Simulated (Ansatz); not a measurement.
**Which method gave which barrier?**

Saddle point of CH$_{5}$AlO, closed shell (CH₂O ([CH2][O]) + AlH₃ → CH₅AlO ([CH3][O][AlH2]); bonds formed: H2–C6; dative contacts that become bonds: Al1–O5; bonds broken: Al1–H2), PBE0-D4/def2-TZVP structure:

| atom | x (Å) | y (Å) | z (Å) |
| --- | --- | --- | --- |
| Al1 | -1.0405 | 0.1592 | -0.5775 |
| H2 | -0.9083 | -1.0418 | 0.5272 |
| H3 | -1.1981 | -0.3538 | -2.0694 |
| H4 | -1.6589 | 1.5080 | -0.0075 |
| O5 | 0.9533 | 0.4522 | -0.5277 |
| C6 | 1.1856 | -0.0905 | 0.5495 |
| H7 | 1.9375 | -0.8893 | 0.6191 |
| H8 | 0.7294 | 0.2561 | 1.4861 |

Ansatz 0.2.0; basis: def2-TZVPP, with def2-QZVPP for the basis limit; cores frozen in the correlated methods. Extrapolation: Hartree–Fock as exp(−7.88 √X), correlation as X^−2.97. Four methods, as single points on the PBE0-D4 structures, gave these electronic barriers from the start structure: 24.0, 30.9, 46.4, 53.0 kJ/mol.

**Question.** The methods were, in alphabetical order, HF, MP2, r2SCAN-D4, SPW92. Which gave which? (A judgement: the text doesn't fix the answer.)

**Answer.** The calculation gives: SPW92 24.0; r2SCAN-D4 30.9; MP2 46.4; HF 53.0 kJ/mol. For comparison, CCSD(T) at an estimated basis limit (MP2 extrapolated from triple and quadruple zeta, plus CCSD(T) − MP2 in triple zeta) gives 44.9 kJ/mol.

No T1 diagnostic of these runs exceeds 0.019.

Labels in which every atom is bracketed show which atoms are joined, not bond orders.

For scale, one of the runs: CCSD(T)/def2-TZVPP, 174 basis functions, launched by `ansatz run in.yaml --threads 2 --pin off --events-out ev --progress --plain --max-ram 4352MiB`. Time: 27 s of wall clock on 2 CPU threads of an Arm Neoverse V1; the host was shared. Peak host memory: 1.5 GiB.
